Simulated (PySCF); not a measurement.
Species: 5-methylthiazole, C4H5NS.
InChI=1S/C4H5NS/c1-4-2-5-3-6-4/h2-3H,1H3

Computed with TDDFT PBE0/def2-SVPD, vertical, gas phase, core orbitals frozen in the response (PySCF 2.14.0, density-fitted response routines). Isolated species at its GFN2-xTB geometry, gas phase.

```tsv
state	E (eV)	ν̃ (cm⁻¹)	f	|μ| (D)	symmetry	main configurations (H = HOMO, L = LUMO)
S1	5.35	43180	0.0004	0.15	–	H-1→L (99%)
S2	5.59	45100	0.122	2.40	A′	H→L (94%)
S3	5.84	47070	0.0000	0.04	–	H→L+1 (96%)
S4	6.24	50370	0.036	1.23	A′	H-2→L (78%), H-1→L+1 (10%)
S5	6.60	53270	0.0015	0.25	–	H→L+2 (57%), H-2→L+1 (38%)
S6	6.65	53610	0.0009	0.19	–	H-2→L+1 (56%), H→L+2 (40%)
S7	6.86	55300	0.013	0.69	A′	H-1→L+1 (72%), H→L+3 (20%)
S8	7.23	58280	0.0026	0.31	A″	H-1→L+3 (95%)
```

Triplets, Tamm–Dancoff:

```tsv
state	E (eV)	λ (nm)	main configurations (H = HOMO, L = LUMO)
T1	3.75	330.8	H→L (95%)
T2	4.83	256.4	H-1→L (91%)
T3	5.05	245.7	H-2→L (95%)
```

The lowest singlet comes at 232 nm (517 kJ/mol) in the ultraviolet; it is dark (f under 0.0005); its leading configuration is HOMO-1→LUMO (99%). The most intense listed level is S2 at 5.59 eV (222 nm, f = 0.122), 0.24 eV above S1. Löwdin shares by element: HOMO carbon 71% or more, nitrogen 9% (atoms not listed hold the other 20%); LUMO carbon 41% or more, sulfur 24%, nitrogen 16% (atoms not listed hold the other 19%). Weighted by f, the mean energy of these states is 5.85 eV. The listed states span 1.87 eV, and the widest gap between neighbours is 0.41 eV (S3 to S4). Of the 8 states listed, 3 reach f = 0.01 and 2 stay under 0.0005. Symmetry labels in Cs follow from the direction of the transition dipole and are given only for states with f of 0.002 or more. Singlets were solved by full linear response, triplets in the Tamm–Dancoff approximation.
